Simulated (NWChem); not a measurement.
## Correlation energy of propyne (C$_{3}$H$_{4}$)

SMILES: C#CC
```xyz
7

C      1.2234    -0.1960     0.0000
C     -0.2116     0.0353     0.0000
C     -1.4074     0.2252     0.0000
H      1.4491    -1.2737     0.0000
H      1.6966     0.2476     0.8898
H      1.6966     0.2476    -0.8898
H     -2.4686     0.3908     0.0000
```
Charge 0, spin multiplicity 1.

The numbers come from NWChem runs, not from measurements. The geometry was optimised at PBE0/def2-SVP, a minimum by its harmonic frequencies.

Basis set: 3-21G. Each correlation energy counts from its own Hartree-Fock reference.

The correlated methods keep 3 core orbitals frozen. Coupled-cluster values serve here as a point of comparison, not as the truth.

For the correlation energy, CR-CCSD[T] gives -305.1 mHa and CR-CCSD(T) gives -304.6 mHa. What do MP2, CCSD+T(CCSD), CCSD give?

MP2: -272.2 mHa; CCSD+T(CCSD): -307.4 mHa; CCSD: -297.6 mHa.
